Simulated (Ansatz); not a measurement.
**Scan of [Br···H···Br], doublet**

Starting geometry:

```csv
atom,x (Å),y (Å),z (Å)
Br,0.0000,0.0000,-1.6132
H,0.0000,0.0000,-0.1926
Br,0.0000,0.0000,1.8058
```

From there H2 is moved from one fragment to the other while all else, the fragments' distance too, stays fixed, so the hump isn't the reaction's barrier; atoms are numbered as listed. Energies are in kcal/mol, counted from the starting geometry at the same level.

Basis cc-pVTZ; Ansatz 0.2.0. Only valence electrons are correlated (noble-gas cores and the filled d shells of p-block atoms frozen). Prefix R: restricted or restricted open-shell reference; prefix U: unrestricted. No spin–orbit coupling is included, and no scalar relativity.

Full CI isn't at hand for all of this; UCCSDT(Q) serves as the reference, and is uncertain by about the last step of the cluster series. The frozen core follows each run's orbitals, which can shift R against U totals by a few meV for light atoms and by up to 0.1 eV past Ca.

```json
{"distance Br1-H2 (Å)": "1.421", "RHF": "0.0"}
{"distance Br1-H2 (Å)": "1.488", "RHF": "2.7"}
{"distance Br1-H2 (Å)": "1.621", "RHF": "11.7"}
{"distance Br1-H2 (Å)": "1.755", "RHF": "14.4"}
{"distance Br1-H2 (Å)": "1.889", "RHF": "5.2"}
```

**Question.** Estimate the UCCSDT(Q) curve in cc-pVTZ from this one, knowing how RHF errs.

**Answer.** The computed UCCSDT(Q) values, in kcal/mol from the starting point, and the error of RHF against them:
| distance Br1-H2 (Å) | UCCSDT(Q) | RHF less UCCSDT(Q) |
| --- | --- | --- |
| 1.421 | 0.0 | 0.0 |
| 1.488 | 0.6 | 2.0 |
| 1.621 | 4.1 | 7.6 |
| 1.755 | 4.8 | 9.5 |
| 1.889 | 1.7 | 3.5 |

The error spans 9.5 kcal/mol and is largest, 9.5 kcal/mol, at 1.755 Å.
